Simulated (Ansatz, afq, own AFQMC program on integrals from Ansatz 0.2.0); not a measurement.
## Where AFQMC and coupled cluster stand for V, quartet

A free V atom.

Basis def2-SVP. Noble-gas cores (and the filled d shells of Ga–Kr and In–Xe) are frozen. Integrals, coupled cluster, full CI and functionals: Ansatz 0.2.0; the random walks run on the same integrals in our own AFQMC program. The CISD trial takes its coefficients from CCSD amplitudes. Released means that phaseless walkers are propagated on without the constraint, phases kept. ± is one standard error of the sampling. The metal's outer-core s and p shells are frozen, which shifts wave-function levels against functionals.

Determinant: UHF, the one that the program's search chose, which needn't be the lowest solution.

Full CI on the same integrals is exact in this basis and with this determinant's frozen core.

Cautions: no relativity below Rb; outer-core shells of the metal frozen; the ph-AFQMC/CISD walk drifts between its halves (2.0 errors); CCSDTQ on the ROHF determinant differs (85 meV higher), by its state or its frozen core.

The T1 diagnostic is 0.0216. The weight of the determinant in the CISD state is 0.926 and the ⟨S²⟩ of the determinant is 3.763. The size of the correlated space is 5 electrons in 22 orbitals.

Reference: full CI, correlation energy -1.456 eV. The released energy is read at 2.40 1/Eh (meV from the phaseless value at times in 1/Eh: -5 ± 5 at 0.24, -7 ± 6 at 0.51, -10 ± 7 at 0.99, -10 ± 6 at 1.62, -6 ± 7 at 2.40).

| level | E − E(reference) (kJ/mol) | share of correlation (%) |
| --- | --- | --- |
| HF | 140.5 | 0.00 |
| MP2 | 41.8 | 70.25 |
| CCSD | 4.1 | 97.06 |
| CCSD(T) | 1.3 | 99.04 |
| CCSDT | 0.1 | 99.93 |
| CCSDT(Q) | 0.0 | 99.99 |
| CCSDTQ | 0.0 | 100.01 |
| ph-AFQMC/CISD | 1.2 ± 0.3 | 99.15 |
| released AFQMC | 0.6 ± 0.7 | 99.56 |

CCSDT and higher add their correlation energy to the determinant of the CCSD(T) run, since their own runs factorise the integrals more tightly (a shift of under 2 meV). Released energies are given only where the last usable release times agree within the noise; a slower fall can still hide under it.
